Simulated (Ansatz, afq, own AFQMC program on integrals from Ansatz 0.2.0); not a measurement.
GeNH2, quartet: AFQMC among the cluster methods

```xyz
4

Ge   -0.0995    0.5458    3.2197
N    -0.3619   -0.1938   -3.3405
H     0.1824   -0.8169    3.9197
H     0.2791    0.4650   -3.7989
```

Connectivity, by distances: GeH ··· NH.

Basis cc-pVDZ. Only valence electrons are correlated. Ansatz 0.2.0 and our own AFQMC program on the same integrals; the CISD trial comes from CCSD amplitudes, and released means the phaseless constraint is let go. Uncertainties: one standard error, sampling alone. No spin–orbit coupling.

Determinant: UHF, the one that the program's search chose, which needn't be the lowest solution. The geometry is a point of a scan.

No full CI on the walks' own integrals is used here; CCSDT(Q) serves as the reference and is uncertain by about the last step of the cluster series.

Cautions: no relativity below Rb; no spin-orbit coupling; inner d shell frozen; lower spins were not checked.

```
T1 diagnostic                               : 0.0108
weight of the determinant in the CISD state : 0.895
⟨S²⟩ of the determinant                     : 3.775
size of the correlated space                : 11 electrons in 36 orbitals
```

```tsv
level	correlation energy (eV)
MP2	-4.4652
CCSD	-5.5805
CCSD(T)	-5.6586
```

Q: Estimate where phaseless AFQMC with a CISD trial lies against CCSD(T) on the same integrals.

A: 0.22 ± 0.27 mEh below CCSD(T). The gap is under twice the noise, so this walk alone can't tell the two apart.

Reference: CCSDT(Q), correlation energy -5.682 eV. The released energy is read at 2.40 1/Eh (meV from the phaseless value at times in 1/Eh: -14 ± 8 at 0.24, -11 ± 10 at 0.51, -21 ± 9 at 0.99, -4 ± 12 at 1.62, -12 ± 11 at 2.40).

| level | E − E(reference) (mEh) | share of correlation (%) |
| --- | --- | --- |
| CCSD(T) | 0.84 | 99.60 |
| CCSDT | 0.14 | 99.93 |
| ph-AFQMC/HF | 5.23 ± 1.90 | 97.49 |
| ph-AFQMC/CISD | 0.62 ± 0.27 | 99.70 |
| released AFQMC | 0.19 ± 0.42 | 99.91 |

Released energies are given only where the last usable release times agree within the noise; a slower fall can still hide under it.
